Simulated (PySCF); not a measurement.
# SiS+: from the state search to spectroscopic constants

What are the lowest state that PBE0 finds, the bond length, vibrational wavenumber and bond energy of SiS+, and how much do these hang on the method?

Computed with PySCF 2.14.0. Level: Si aug-pcseg-1, S aug-pcseg-1, no relativity.

## Step 1: Set-up

Settings of the job:

| Property | Result |
| --- | --- |
| atoms | Si, S |
| charge | 1 |
| basis | Si aug-pcseg-1, S aug-pcseg-1 |
| Hamiltonian | no relativity |
| basis functions | 54 |
| electrons treated | 29 |
| masses in u | 27.9769, 31.9721 |
| levels | PBE0, PBE, r²SCAN, revPBE, PBEsol, TPSSh, HSE06, HF, MP2, SCS-MP2, CCSD, CCSD(T) |
| grid | 80 radial by 434 angular points |
| occupations | held fixed by the projection of orbital angular momentum |
| dissociation limit | Si+ + S, each in its ground configuration |
| starting distance in angstrom | 2.200 |
| values of 2S to try | 1, 3 |

Started as:

```bash
> OMP_NUM_THREADS=1 python dia.py task.json out
```

Further steps of the session: First curve: PBE0; Other states along the same grid; PBE (GGA); r²SCAN; revPBE; PBEsol (GGA); TPSSh (hybrid meta-GGA); HSE06 (range-separated hybrid); UHF (mean field); Correlated methods on the Hartree–Fock reference.

What does the calculation give? Wanted: for each run, Re; ωe; De; μ.

**Answer**, as computed:

Lowest PBE0 solution found, without spin–orbit coupling: ²Π (doublet), unpaired electrons π ↑. State 2 has its PBE0 minimum 0.10 eV higher. State 3 has its PBE0 minimum 2.67 eV higher. The other levels ran on the lowest alone.

| level | Re (Å) | ωe (cm⁻¹) | De (eV) | μ (D) |
| --- | --- | --- | --- | --- |
| UHF | 2.067 | 619 | 2.35 | -2.80 |
| UHF-MP2 | 2.083 | 601 | 3.48 | n/a |
| UHF-SCS-MP2 | 2.084 | 597 | 3.40 | n/a |
| UHF-CCSD | 2.086 | 593 | 3.35 | n/a |
| UHF-CCSD(T) | 2.096 | 576 | 3.49 | n/a |
| PBE | 2.112 | 555 | 4.17 | -2.32 |
| PBEsol | 2.104 | 564 | 4.41 | -2.26 |
| revPBE | 2.118 | 551 | 3.97 | -2.34 |
| r²SCAN | 2.092 | 578 | 4.07 | -2.26 |
| TPSSh | 2.095 | 576 | 3.90 | -2.34 |
| PBE0 | 2.085 | 590 | 3.92 | -2.41 |
| HSE06 | 2.087 | 587 | 3.91 | -2.42 |

De is counted to Si+ + S in their ground configurations. A positive dipole points from Si to S; in an ion it is taken about the centre of mass and does not tell which atom is negative.

Differences from CCSD(T) in the same basis:

| level | Re (mÅ) | ωe (%) |
| --- | --- | --- |
| UHF | -29 | +7.4 |
| UHF-MP2 | -13 | +4.2 |
| UHF-SCS-MP2 | -11 | +3.6 |
| UHF-CCSD | -10 | +2.9 |
| PBE | +17 | -3.6 |
| PBEsol | +8 | -2.1 |
| revPBE | +22 | -4.4 |
| r²SCAN | -3 | +0.3 |
| TPSSh | -1 | -0.1 |
| PBE0 | -11 | +2.4 |
| HSE06 | -9 | +1.9 |

What this shows: Against CCSD(T) in the same basis, the bond length is nearest at TPSSh (-1 mÅ) and farthest at UHF (-29 mÅ); the wavenumber is nearest at TPSSh (-0.1 %) and farthest at UHF (+7.4 %). Hartree–Fock falls on the short and stiff side, its usual fault. PBE gives a bond that is too long and too soft, as GGAs tend to. CCSD(T) in a basis this small is itself some way from its limit, more so than the functionals. Among the levels with a De in the table, it runs from 2.35 eV (UHF) to 4.41 eV (PBEsol).

Correlated steps freeze 10 core orbitals.
